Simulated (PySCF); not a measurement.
# Frontier orbitals and the lowest excitations

Compound: C₅H₆F (charge +1).
Atom-mapped SMILES: `[CH3:1][CH2:2][c:3]1[cH:4][c+:5]1[F:6]` (hydrogens: H7, H8, H9 on C1; H10, H11 on C2; H12 on C4)

Geometry (PBE0-D3(BJ)/def2-SVP, Å), atoms numbered from 1 in this order:
```xyz
12
C5H6F angstrom
C     -1.576    0.676   -0.032
C     -0.711   -0.573    0.031
C      0.726   -0.323    0.007
C      2.026   -0.817   -0.012
C      1.811    0.519   -0.004
F      2.279    1.688   -0.006
H     -2.636    0.393    0.016
H     -1.371    1.350    0.812
H     -1.419    1.228   -0.970
H     -0.918   -1.285   -0.791
H     -0.894   -1.170    0.946
H      2.688   -1.686   -0.025
```

Level of theory: TDDFT B3LYP/def2-SVPD, vertical, gas phase, core orbitals frozen in the response (PySCF 2.14.0, density-fitted response routines).

Kohn–Sham orbitals with the atoms that hold most of them (Löwdin shares over 4%, at most four atoms; ? is withheld):

```tsv
orbital	ε (eV)	atoms
LUMO+2	-4.76	C5 34%, C4 17%, C3 16%, F6 15%
LUMO+1	-6.59	C5 42%, C3 22%, F6 15%, C4 12%
LUMO	-7.51	?
HOMO	-14.52	?
HOMO-1	-14.77	C1 38%, H7 17%, C2 13%, H8 8%
HOMO-2	-15.31	C1 31%, C2 24%, C3 10%, H7 9%
HOMO-3	-16.19	F6 22%, C5 19%, C4 15%, C3 12%
```

**Question.** Give the leading atoms of the HOMO.

**Answer.** C1 (bonded to C and 3 H) 33%; C2 (bonded to 2 C and 2 H) 18%; H9 (bonded to C) 14%; H8 (bonded to C) 13%. By element: carbon 51% or more, hydrogen 27% or more.

**Question.** Give the leading atoms of the LUMO.

**Answer.** C4 (bonded to 2 C and H) 44%; C3 (bonded to 3 C) 31%; C5 (bonded to 2 C and F) 9%; H12 (bonded to C) 6%. By element: carbon 84% or more, hydrogen 6% or more.

**Question.** How does S1 compare with the orbital gap of 7.00 eV?

**Answer.** S1 is at 6.20 eV (f = 0.031), 0.81 eV below the gap, made of HOMO→LUMO (98%). 

**Question.** Give energy, strength and leading configuration of S1, S2, S3 and S5, and follow the Löwdin shares of the leading atoms from the occupied to the empty orbital.

**Answer.** 
- S1 (6.20 eV, f 0.031), HOMO→LUMO (98%): C1 33% → at most 6%, C2 18% → at most 6%, C4 at most 13% → 44%, C3 at most 13% → 31%
- S2 (6.24 eV, f 0.0009), HOMO-1→LUMO (90%): C1 38% → at most 6%, H7 17% → at most 6%, C4 at most 9% → 44%, C3 at most 9% → 31%
- S3 (6.53 eV, f 0.0011), HOMO-2→LUMO (91%): C1 31% → at most 6%, C2 24% → at most 6%, C4 at most 10% → 44%, C3 10% → 31%
- S5 (7.12 eV, f 0.036), HOMO→LUMO+1 (98%): C1 33% → at most 10%, C2 18% → at most 10%, C5 at most 13% → 42%, C3 at most 13% → 22%

Löwdin shares depend on the basis, the more so with diffuse functions.

Rough CPU time on one thread of a shared machine: about 50 s.

One conformer stands for the species.
